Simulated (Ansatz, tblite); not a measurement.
# (CuH)2 ring (Cu2H2): charged states by level of theory

Aim: the energy of removing and adding an electron for (CuH)2 ring (Cu2H2), by energy differences, and how well orbital energies stand in for it.

Program: Ansatz 0.2.0, Gaussian basis. Level of theory: as each input shows. These are calculated values, not measurements.

Plan: charge +1 doublet, at the geometry of the singlet (PBE0-D4/def2-TZVP, PBE-D4/def2-TZVP, r2SCAN-D4/def2-TZVP, CCSD(T)/def2-TZVPP); charge -1 doublet, at the geometry of the singlet (PBE0-D4/def2-TZVPD, PBE-D4/def2-TZVPD, r2SCAN-D4/def2-TZVPD, CCSD(T)/def2-TZVPD); the starting singlet's energies come from earlier runs.

## 1. The relaxed structure

The singlet was relaxed beforehand with r2SCAN-D4/def2-TZVP.

4 atoms, charge 0, spin multiplicity 1.

Atoms are counted from 1 here; the program's logs count them from 0.

Bond lengths: Cu1–H2 1.747 Å, Cu1–Cu3 2.150 Å, Cu1–H4 1.750 Å, H2–Cu3 1.751 Å, Cu3–H4 1.747 Å. Angles: H2–Cu1–Cu3 52.1°, H2–Cu1–H4 104.1°, Cu3–Cu1–H4 52.0°, Cu1–H2–Cu3 75.9°, Cu1–Cu3–H2 52.0°, Cu1–Cu3–H4 52.1°, H2–Cu3–H4 104.1°, Cu1–H4–Cu3 75.9°.

Coordinates:

```
Cu   -0.7774   -0.0561    0.7402
H     0.4849    1.1434    0.6001
Cu    0.7774    0.0561   -0.7403
H    -0.4850   -1.1434   -0.6000
```

No spin-orbit coupling is included.

## 2. Charge +1 doublet at the fixed geometry, PBE0-D4/def2-TZVP

The input, in.yaml:

```yaml
crystal:
  periodic: [false, false, false]
  atoms:
    - {symbol: Cu, position_ang: [-0.777352, -0.056091, 0.740171]}
    - {symbol: H, position_ang: [0.484937, 1.143417, 0.600083]}
    - {symbol: Cu, position_ang: [0.777422, 0.056090, -0.740281]}
    - {symbol: H, position_ang: [-0.485007, -1.143416, -0.599972]}
basis:
  gaussian: {orbitals: def2-TZVP}
total_charge: 1
magnetization: {spin_polarized: true, initial_magnetization: 1}
hamiltonian: {xc: pbe0, dispersion: d4}
output: {orbitals: {seedname: orbitals}}
```

Started as:

```bash
$ ansatz run in.yaml --threads 4 --pin off --events-out ev --progress --plain --max-ram 3916MiB
```

Standard output:

```text
Functional definition: PBE0
  name "PBE0"
  cite "Adamo & Barone, J. Chem. Phys. 110, 6158 (1999) doi:10.1063/1.478522"
  cite "Perdew, Burke & Ernzerhof, Phys. Rev. Lett. 77, 3865 (1996) doi:10.1103/PhysRevLett.77.3865"
  parent pbe
  parameter a = 0.25
  parameter kappa = 0.804
  parameter beta = 0.06672455060314922
  exchange = (1 - a)*pbe_x(kappa = kappa, mu = beta*pi^2/3) + a*exact_x
  correlation = pbe_c(beta = beta)
1042 factors; integrals over basis functions are off by at most 9.3e-4 eV
mean field evaluation 1: about -89262.6381 eV, gradient 1.4e2 eV
mean field evaluation 2: about -87974.4649 eV, gradient 6.5e2 eV
mean field evaluation 4: about -89291.2347 eV, gradient 2.3e1 eV
mean field evaluation 8: about -89292.3377 eV, gradient 6.1e-1 eV
mean field evaluation 16: about -89292.3396 eV, gradient 4.4e-4 eV
mean field -89292.33957307 eV, -3281.4329547886 hartree, gradient 3.2e-5 eV, S^2 0.758920; 0 other end points of the search recorded, 0 dependent functions left out
reference -89292.33960305 eV, -3281.4329558906 hartree; 30, 29 occupied and 72, 73 virtual orbitals, 1042 factors
Total energy: -89292.38481648 eV, -3281.4346174535 hartree
```

It took 2.8 s on 4 threads of Arm Neoverse V1, shared host.

Report: HOMO -13.03 eV, LUMO -9.86 eV (over both spins); ⟨S²⟩ 0.759 (pure: 0.75).

## 3. Charge +1 doublet at the fixed geometry, PBE-D4/def2-TZVP

start.molden holds the orbitals of an earlier run on this state, given as this run's starting guess.

in.yaml: that of step 2 with these lines changed.

```diff
@@ -8,6 +8,7 @@
 basis:
-  gaussian: {orbitals: def2-TZVP}
+  gaussian: {orbitals: def2-TZVP, initial_orbitals: start.molden}
 total_charge: 1
 magnetization: {spin_polarized: true, initial_magnetization: 1}
-hamiltonian: {xc: pbe0, dispersion: d4}
+hamiltonian: {xc: pbe, dispersion: d4}
+scf: {omitted_lower_state_checks: [starts]}
 output: {orbitals: {seedname: orbitals}}
```

The command is unchanged.

Standard output:

```text
Functional definition: PBE
  name "PBE"
  cite "Perdew, Burke & Ernzerhof, Phys. Rev. Lett. 77, 3865 (1996) doi:10.1103/PhysRevLett.77.3865"
  parent pbe
  parameter kappa = 0.804
  parameter beta = 0.06672455060314922
  exchange = pbe_x(kappa = kappa, mu = beta*pi^2/3)
  correlation = pbe_c(beta = beta)
these checks for a lower state are left out or cut short: starts
994 factors; their error is unknown
mean field evaluation 1: about -89292.4579 eV, gradient 7.3e0 eV
mean field evaluation 2: about -89292.6357 eV, gradient 2.7e-1 eV
mean field evaluation 4: about -89292.5817 eV, gradient 3.3e-2 eV
mean field -89292.58172204 eV, -3281.4418535994 hartree, gradient 2.6e-5 eV, S^2 0.753757; 0 other end points of the search recorded, 0 dependent functions left out
reference -89292.58176269 eV, -3281.4418550933 hartree; 30, 29 occupied and 72, 73 virtual orbitals, 994 factors
Total energy: -89292.63626329 eV, -3281.4438579533 hartree
Checks for a lower state left out: starts
```

Wall time 1.6 s (4 threads of Arm Neoverse V1, shared host).

From the report: HOMO -11.64 eV, LUMO -10.82 eV (over both spins); ⟨S²⟩ 0.754 (pure: 0.75).

## 4. Charge +1 doublet at the fixed geometry, r2SCAN-D4/def2-TZVP

in.yaml: that of step 3 with these lines changed.

```diff
@@ -11,3 +11,3 @@
 magnetization: {spin_polarized: true, initial_magnetization: 1}
-hamiltonian: {xc: pbe, dispersion: d4}
+hamiltonian: {xc: r2scan, dispersion: d4}
 scf: {omitted_lower_state_checks: [starts]}
```

The command is unchanged.

Standard output:

```text
Functional definition: r2SCAN
  name "r2SCAN"
  cite "Furness, Kaplan, Ning, Perdew & Sun, J. Phys. Chem. Lett. 11, 8208 (2020) doi:10.1021/acs.jpclett.0c02405"
  cite "Furness, Kaplan, Ning, Perdew & Sun, J. Phys. Chem. Lett. 11, 9248 (2020) doi:10.1021/acs.jpclett.0c03077"
  parent r2scan
  parameter k0 = 0.174
  parameter k1 = 0.065
  parameter a1 = 4.9479
  exchange = r2scan_x(k0 = k0, k1 = k1, a1 = a1)
  correlation = r2scan_c
these checks for a lower state are left out or cut short: starts
994 factors; their error is unknown
mean field evaluation 1: about -89305.1648 eV, gradient 4.7e0 eV
mean field evaluation 2: about -89305.2369 eV, gradient 1.5e-1 eV
mean field evaluation 4: about -89305.1858 eV, gradient 7.3e-4 eV
mean field -89305.18578497 eV, -3281.9050443685 hartree, gradient 1.3e-5 eV, S^2 0.757420; 0 other end points of the search recorded, 0 dependent functions left out
reference -89305.18580031 eV, -3281.9050449323 hartree; 30, 29 occupied and 72, 73 virtual orbitals, 994 factors
Total energy: -89305.19623432 eV, -3281.9054283750 hartree
Checks for a lower state left out: starts
```

It took 4.5 s on 4 threads of Arm Neoverse V1, shared host.

From the report: HOMO -11.83 eV, LUMO -10.61 eV (over both spins); ⟨S²⟩ 0.757 (pure: 0.75).

## 5. Charge +1 doublet at the fixed geometry, CCSD(T)/def2-TZVPP

in.yaml: that of step 4 with these lines changed.

```diff
@@ -8,7 +8,7 @@
 basis:
-  gaussian: {orbitals: def2-TZVP, initial_orbitals: start.molden}
+  gaussian: {orbitals: def2-TZVPP, initial_orbitals: start.molden}
 total_charge: 1
 magnetization: {spin_polarized: true, initial_magnetization: 1}
-hamiltonian: {xc: r2scan, dispersion: d4}
-scf: {omitted_lower_state_checks: [starts]}
+correlation: {method: ccsd_t, frozen_orbitals: {Cu: 9, H: 0}}
+scf: {omitted_lower_state_checks: [starts, cluster_reference]}
 output: {orbitals: {seedname: orbitals}}
```

Launched as before.

Standard output (excerpt; [...] marks lines left out):

```text
Functional definition: HF
  name "HF"
  cite "Fock, Z. Phys. 61, 126 (1930) doi:10.1007/BF01340294"
  parent pbe
[...]
1062 factors; integrals over basis functions are off by at most 8.3e-4 eV
[...]
mean field -89218.43492198 eV, -3278.7170089554 hartree, gradient 1.4e-6 eV, S^2 0.808853; 0 other end points of the search recorded, 0 dependent functions left out
18 core orbitals not correlated: weight in the atoms' cores, before any rotation towards them, 1.000 or more for the frozen orbitals, at most 0.000 for the correlated occupied ones
reference -89218.43492198 eV, -3278.7170089554 hartree; 12, 11 occupied and 126, 127 virtual orbitals, 1062 factors
second order -28.25990520 eV of doubles, -0.00000000 eV of singles
cycle   1  -22.73144361 eV  change     5.5e0 eV  update   2.6e-1
[...]
cycle  15  -24.74429847 eV  change    1.1e-6 eV  update   1.1e-5
perturbative correction -1.18714776 eV, -0.0436268755 hartree
Total energy: -89244.36636820 eV, -3279.6699720272 hartree
Checks for a lower state left out: starts, cluster_reference
```

Wall time 61 s (4 threads of Arm Neoverse V1, shared host); peak memory 2.3 GiB.

Report: Hartree-Fock HOMO -16.65 eV, LUMO -6.37 eV (over both spins); ⟨S²⟩ 0.809 (pure: 0.75); T1 0.034.

## 6. Vertical ionisation energy

Charged state less starting state, singlet to doublet; the starting state's energies are those of its earlier runs.

Differences are taken before rounding.

| method | vertical ionisation energy (eV) | from CCSD(T)/def2-TZVPP (eV) | time |
| --- | --- | --- | --- |
| HF/def2-TZVPP | 7.24 | -0.56 |  |
| PBE-D4/def2-TZVP | 7.55 | -0.25 | 2.4 s |
| r2SCAN-D4/def2-TZVP | 7.49 | -0.31 | 6.7 s |
| PBE0-D4/def2-TZVP | 7.66 | -0.14 | 5 s |
| MP2/def2-TZVPP | 7.82 | +0.02 |  |
| CCSD/def2-TZVPP | 7.86 | +0.05 |  |
| CCSD(T)/def2-TZVPP | 7.80 | 0 | 78 s |

Times add the two runs; a level without a time comes out of a correlated run.

Beside −ε(HOMO) of the starting state:

| level | −ε(HOMO) (eV) | by difference (eV) | mismatch (eV) |
| --- | --- | --- | --- |
| PBE-D4/def2-TZVP | 4.33 | 7.55 | -3.22 |
| r2SCAN-D4/def2-TZVP | 4.40 | 7.49 | -3.08 |
| PBE0-D4/def2-TZVP | 5.48 | 7.66 | -2.18 |

## 7. Charge -1 doublet at the fixed geometry, PBE0-D4/def2-TZVPD

The input, in.yaml:

```yaml
crystal:
  periodic: [false, false, false]
  atoms:
    - {symbol: Cu, position_ang: [-0.777352, -0.056091, 0.740171]}
    - {symbol: H, position_ang: [0.484937, 1.143417, 0.600083]}
    - {symbol: Cu, position_ang: [0.777422, 0.056090, -0.740281]}
    - {symbol: H, position_ang: [-0.485007, -1.143416, -0.599972]}
basis:
  gaussian: {orbitals: def2-TZVPD}
total_charge: -1
magnetization: {spin_polarized: true, initial_magnetization: 1}
hamiltonian: {xc: pbe0, dispersion: d4}
output: {orbitals: {seedname: orbitals}}
```

Launched as before.

Standard output:

```text
Functional definition: PBE0
  name "PBE0"
  cite "Adamo & Barone, J. Chem. Phys. 110, 6158 (1999) doi:10.1063/1.478522"
  cite "Perdew, Burke & Ernzerhof, Phys. Rev. Lett. 77, 3865 (1996) doi:10.1103/PhysRevLett.77.3865"
  parent pbe
  parameter a = 0.25
  parameter kappa = 0.804
  parameter beta = 0.06672455060314922
  exchange = (1 - a)*pbe_x(kappa = kappa, mu = beta*pi^2/3) + a*exact_x
  correlation = pbe_c(beta = beta)
1108 factors; integrals over basis functions are off by at most 6.8e-4 eV
mean field evaluation 1: about -89278.8792 eV, gradient 1.1e2 eV
mean field evaluation 2: about -89210.6183 eV, gradient 2.5e2 eV
mean field evaluation 4: about -89300.6465 eV, gradient 5.5e0 eV
mean field evaluation 8: about -89300.8371 eV, gradient 1.2e-1 eV
mean field evaluation 16: about -89300.8373 eV, gradient 1.6e-4 eV
mean field -89300.83727936 eV, -3281.7452397348 hartree, gradient 6.8e-5 eV, S^2 0.758009; 0 other end points of the search recorded, 0 dependent functions left out
reference -89300.83730556 eV, -3281.7452406978 hartree; 31, 30 occupied and 83, 84 virtual orbitals, 1108 factors
Total energy: -89300.91157624 eV, -3281.7479700949 hartree
```

It took 3.5 s on 4 threads of Arm Neoverse V1, shared host.

From the report: HOMO 0.68 eV, LUMO 2.57 eV (over both spins); ⟨S²⟩ 0.758 (pure: 0.75). Doubts: highest occupied level lies above zero.

## 8. Charge -1 doublet at the fixed geometry, PBE-D4/def2-TZVPD

in.yaml: that of step 7 with these lines changed.

```diff
@@ -8,6 +8,7 @@
 basis:
-  gaussian: {orbitals: def2-TZVPD}
+  gaussian: {orbitals: def2-TZVPD, initial_orbitals: start.molden}
 total_charge: -1
 magnetization: {spin_polarized: true, initial_magnetization: 1}
-hamiltonian: {xc: pbe0, dispersion: d4}
+hamiltonian: {xc: pbe, dispersion: d4}
+scf: {omitted_lower_state_checks: [starts]}
 output: {orbitals: {seedname: orbitals}}
```

Same command.

Standard output:

```text
Functional definition: PBE
  name "PBE"
  cite "Perdew, Burke & Ernzerhof, Phys. Rev. Lett. 77, 3865 (1996) doi:10.1103/PhysRevLett.77.3865"
  parent pbe
  parameter kappa = 0.804
  parameter beta = 0.06672455060314922
  exchange = pbe_x(kappa = kappa, mu = beta*pi^2/3)
  correlation = pbe_c(beta = beta)
these checks for a lower state are left out or cut short: starts
1040 factors; their error is unknown
mean field evaluation 1: about -89301.1620 eV, gradient 7.5e0 eV
mean field evaluation 2: about -89301.3756 eV, gradient 4.8e-1 eV
mean field evaluation 4: about -89301.3499 eV, gradient 2.4e-2 eV
mean field -89301.34987352 eV, -3281.7640772228 hartree, gradient 5.2e-5 eV, S^2 0.755610; 0 other end points of the search recorded, 0 dependent functions left out
reference -89301.34990815 eV, -3281.7640784955 hartree; 31, 30 occupied and 83, 84 virtual orbitals, 1040 factors
Total energy: -89301.43976551 eV, -3281.7673806925 hartree
Checks for a lower state left out: starts
```

Wall time 1.6 s (4 threads of Arm Neoverse V1, shared host).

From the report: HOMO 0.98 eV, LUMO 1.73 eV (over both spins); ⟨S²⟩ 0.756 (pure: 0.75). Doubts: highest occupied level lies above zero.

## 9. Charge -1 doublet at the fixed geometry, r2SCAN-D4/def2-TZVPD

in.yaml: that of step 8 with these lines changed.

```diff
@@ -11,3 +11,3 @@
 magnetization: {spin_polarized: true, initial_magnetization: 1}
-hamiltonian: {xc: pbe, dispersion: d4}
+hamiltonian: {xc: r2scan, dispersion: d4}
 scf: {omitted_lower_state_checks: [starts]}
```

Same command.

Standard output:

```text
Functional definition: r2SCAN
  name "r2SCAN"
  cite "Furness, Kaplan, Ning, Perdew & Sun, J. Phys. Chem. Lett. 11, 8208 (2020) doi:10.1021/acs.jpclett.0c02405"
  cite "Furness, Kaplan, Ning, Perdew & Sun, J. Phys. Chem. Lett. 11, 9248 (2020) doi:10.1021/acs.jpclett.0c03077"
  parent r2scan
  parameter k0 = 0.174
  parameter k1 = 0.065
  parameter a1 = 4.9479
  exchange = r2scan_x(k0 = k0, k1 = k1, a1 = a1)
  correlation = r2scan_c
these checks for a lower state are left out or cut short: starts
1040 factors; their error is unknown
mean field evaluation 1: about -89313.7561 eV, gradient 4.8e0 eV
mean field evaluation 2: about -89313.8614 eV, gradient 3.8e-1 eV
mean field evaluation 4: about -89313.8386 eV, gradient 2.4e-2 eV
mean field -89313.83857767 eV, -3282.2230286351 hartree, gradient 5.9e-5 eV, S^2 0.765341; 0 other end points of the search recorded, 0 dependent functions left out
reference -89313.83860662 eV, -3282.2230296991 hartree; 31, 30 occupied and 83, 84 virtual orbitals, 1040 factors
Total energy: -89313.85666080 eV, -3282.2236931781 hartree
Checks for a lower state left out: starts
```

It took 3.9 s on 4 threads of Arm Neoverse V1, shared host.

HOMO 0.78 eV, LUMO 2.07 eV (over both spins); ⟨S²⟩ 0.765 (pure: 0.75). Doubts: highest occupied level lies above zero.

## 10. Charge -1 doublet at the fixed geometry, CCSD(T)/def2-TZVPD

in.yaml: that of step 9 with these lines changed.

```diff
@@ -11,4 +11,4 @@
 magnetization: {spin_polarized: true, initial_magnetization: 1}
-hamiltonian: {xc: r2scan, dispersion: d4}
-scf: {omitted_lower_state_checks: [starts]}
+correlation: {method: ccsd_t, frozen_orbitals: {Cu: 9, H: 0}}
+scf: {omitted_lower_state_checks: [starts, cluster_reference]}
 output: {orbitals: {seedname: orbitals}}
```

The command is unchanged.

Standard output (excerpt; [...] marks lines left out):

```text
Functional definition: HF
  name "HF"
  cite "Fock, Z. Phys. 61, 126 (1930) doi:10.1007/BF01340294"
  parent pbe
[...]
1108 factors; integrals over basis functions are off by at most 6.8e-4 eV
[...]
mean field -89225.26491858 eV, -3278.9680067012 hartree, gradient 7.8e-6 eV, S^2 0.763362; 0 other end points of the search recorded, 0 dependent functions left out
18 core orbitals not correlated: weight in the atoms' cores, before any rotation towards them, 1.000 or more for the frozen orbitals, at most 0.000 for the correlated occupied ones
reference -89225.26491858 eV, -3278.9680067012 hartree; 13, 12 occupied and 83, 84 virtual orbitals, 1108 factors
second order -25.01057077 eV of doubles, -0.00000000 eV of singles
cycle   1  -20.30160938 eV  change     4.1e0 eV  update   2.5e-1
[...]
cycle  20  -22.12276060 eV  change   -4.9e-6 eV  update   9.4e-6
perturbative correction -0.99924873 eV, -0.0367217134 hartree
WARN: these amplitudes may be one of several solutions (largest doubles amplitude 0.04, level shift 1.44 eV)
Total energy: -89248.38692791 eV, -3279.8177248714 hartree
Checks for a lower state left out: starts, cluster_reference
```

Run time: 36 s. Hardware: 4 threads of Arm Neoverse V1, shared host; peak memory 1.4 GiB.

Report: Hartree-Fock HOMO 0.27 eV, LUMO 3.76 eV (over both spins); ⟨S²⟩ 0.763 (pure: 0.75); T1 0.040. Doubts: state flagged by the program, highest occupied level lies above zero.

## 11. Vertical electron affinity

Starting state less charged state (positive: the electron is bound), singlet to doublet; the starting state's energies are those of its earlier runs.

| level | vertical electron affinity (eV) | time |
| --- | --- | --- |
| HF/def2-TZVPD† | -0.39 |  |
| PBE-D4/def2-TZVPD | +1.17 | 2.6 s |
| r2SCAN-D4/def2-TZVPD | +1.10 | 6.2 s |
| PBE0-D4/def2-TZVPD | +0.80 | 5.3 s |
| MP2/def2-TZVPD† | +0.29 |  |
| CCSD/def2-TZVPD† | +0.30 |  |
| CCSD(T)/def2-TZVPD† | +0.48 | 42 s |

Times add the two runs; a level without a time comes out of a correlated run. † marks a level with a doubtful state (flagged, unstable, out of aufbau order, or strongly spin-contaminated); such levels are left out of the summary. CCSD(T)/def2-TZVPD is no safe reference here (state flagged by the program).

Beside −ε(LUMO) of the starting state:

| level | −ε(LUMO) (eV) | by difference (eV) | mismatch (eV) |
| --- | --- | --- | --- |
| PBE-D4/def2-TZVPD | 3.35 | 1.17 | +2.19 |
| r2SCAN-D4/def2-TZVPD | 2.98 | 1.10 | +1.88 |
| PBE0-D4/def2-TZVPD | 2.25 | 0.80 | +1.46 |

## 12. Results

```
                                             quantity                                  value
 vertical ionisation energy, functionals in def2-TZVP  7.49 (r2SCAN-D4) to 7.66 eV (PBE0-D4)
       vertical ionisation energy, CCSD(T)/def2-TZVPP                                7.80 eV
vertical electron affinity, functionals in def2-TZVPD     0.80 (PBE0-D4) to 1.17 eV (PBE-D4)
```

In words: The vertical ionisation energy spans 7.49 to 7.66 eV over the functionals, beside 7.80 eV from CCSD(T)/def2-TZVPP. −ε(HOMO) misses the level's own difference by -2.18 eV at best (PBE0-D4) and -3.22 eV at worst (PBE-D4). CCSD(T)/def2-TZVPP isn't at the basis-set limit; small misses against it rank nothing. The vertical electron affinity spans 0.80 to 1.17 eV over the functionals. The anion's highest level lies above zero where self-interaction lifts it, so diffuse functions weigh on these values. −ε(LUMO) misses the level's own difference by +1.46 eV at best (PBE0-D4) and +2.19 eV at worst (PBE-D4). The charged states' spins were chosen beforehand and needn't be their lowest.

The anion's highest level is positive in at least one run, so there the basis alone may hold the extra electron.
